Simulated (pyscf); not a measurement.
Thermochemistry of product channels of AlH (SMILES [AlH]) [singlet] + H₂C=CH₂ (SMILES C=C) on the singlet surface, in kJ/mol, from CCSD(T)/def2-TZVPP + ΔMP2(QZVPP) energies (ideal gas, 1 atm, RRHO with modes under 100 cm⁻¹ raised to 100, one conformer, R ln 2 for rigid chiral ones). Optimised with ωB97X-D3(BJ)/def2-SVP in PySCF. Correlated levels are frozen-core, on RHF or UHF. ΔMP2 is the change of the MP2 total energy from the triple- to the quadruple-zeta basis.

```json
[
 {"products": "C₂H₅Al (SMILES [CH2]1[CH2][AlH]1)", "ΔE": "-37.9", "ΔH(298 K)": "-35.1", "ΔG(900 K)": "+85.5", "ΔG(1200 K)": "?"},
 {"products": "H₂C=CH–AlH₂ (SMILES C=[CH][AlH2])", "ΔE": "?", "ΔH(298 K)": "-120.7", "ΔG(900 K)": "-16.7", "ΔG(1200 K)": "+14.8"}
]
```

Problem. Complete the blanks.

Solution. 
- C₂H₅Al (SMILES [CH2]1[CH2][AlH]1), ΔG(1200 K): +122.9
- H₂C=CH–AlH₂ (SMILES C=[CH][AlH2]), ΔE: -117.8

The channel to H₂C=CH–AlH₂ turns unfavourable between 298 and 1200 K (ΔG from -85.0 kJ/mol to +14.8 kJ/mol).

These are energies of the channels, which say nothing of barriers. The CCSD(T) − MP2 part came from Ansatz, without density fitting, on the same reference.
